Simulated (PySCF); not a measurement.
Gas-phase XPS of sulfuryl chloride, computed

Sulfuryl chloride, Cl₂O₂S.
SMILES with atom numbers: `[O:1]=[S:2](=[O:3])([Cl:4])[Cl:5]`

Level of theory: delta-SCF UKS SCAN, pcX-3 on the ionised atom, pcseg-2 elsewhere, spin-free X2C (PySCF 2.14.0). Binding energies are ΔSCF values: E(core-ionised, relaxed orbitals) − E(ground state) at a fixed geometry, referred to the vacuum level.

Q: Give the core binding energies atom by atom.

A: 
```tsv
atom(s)	environment	level	binding energy (eV)	2p1/2 (eV)	count
O1/O3	sulfonyl oxygen	O 1s	539.48	–	2
S2	sulfonyl sulfur	S 1s	2485.00	–	1
Cl4/Cl5	chlorine bonded to S	Cl 2p3/2	207.41	209.07	2
Cl4/Cl5	chlorine bonded to S	Cl 1s	2830.07	–	2
```

Q: Express the binding energy of Cl 2p3/2 of Cl4/Cl5 in atomic units and per mole.

A: 207.41 eV = 7.6222 Eh = 20012 kJ/mol.

The first atom of each set that the bonding makes equivalent was ionised and stands for the set. Not every level is listed. Spin–orbit and ligand-field terms were added within each 2p shell after the spin-free SCF. 2p1/2 minus 2p3/2 (ligand field included): Cl 1.66 eV. Isolated species at its PBE0-D3(BJ)/def2-TZVP geometry, gas phase.
